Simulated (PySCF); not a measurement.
# Dipole moment and polarisability across levels of theory

Species: methylketene, C3H4O.
Geometry (PBE0-D3(BJ)/def2-SVP, Å), atoms numbered from 1 in this order:
```xyz
8
C3H4O angstrom
C     -0.9040   -0.3746   -0.0071
C      0.2999    0.4866    0.2553
C      1.4978    0.2618   -0.2428
O      2.5597    0.0640   -0.6772
H     -0.6397   -1.2765   -0.5768
H     -1.6722    0.1687   -0.5814
H     -1.3647   -0.7035    0.9378
H      0.2232    1.3735    0.8921
```

PySCF, dipoles from the SCF density, polarisabilities from static response with core orbitals frozen. Geometry: PBE0-D3(BJ)/def2-SVP; no solvent, vibrations or thermal averaging.

Reference dipole: 1.790 D (measured, gas; NIST CCCBDB Release 22 (SRD 101), experimental dipoles). The anisotropy is √(½[(α1 − α2)² + (α2 − α3)² + (α3 − α1)²]).

```tsv
level	μ (D)	error (%)	α (Å³)	anisotropy (Å³)
wB97X-D/def2-SVPD	1.961	+9.6	5.99	3.69
PBE0/6-31+G*	1.955	+9.2	5.50	4.04
PBE0/aug-cc-pVDZ	1.911	+6.8	6.09	3.75
PBE0/def2-TZVPD	1.902	+6.2	6.10	3.71
PBE0/aug-cc-pVTZ	1.904	+6.4	6.13	3.71
```

For the dipole, the smallest error is 6.2% (PBE0/def2-TZVPD) and the largest 9.6% (wB97X-D/def2-SVPD). The dipole runs from 1.90 D (PBE0/def2-TZVPD) to 1.96 D (wB97X-D/def2-SVPD). No reference polarisability is at hand; against PBE0 in the largest diffuse basis at hand (aug-cc-pVTZ) the other PBE0 rows deviate by 6-31+G* -10%, aug-cc-pVDZ -1%, def2-TZVPD 0%. Measured values can belong to vibrating molecules and may average over conformers; the computed ones are for one fixed geometry.
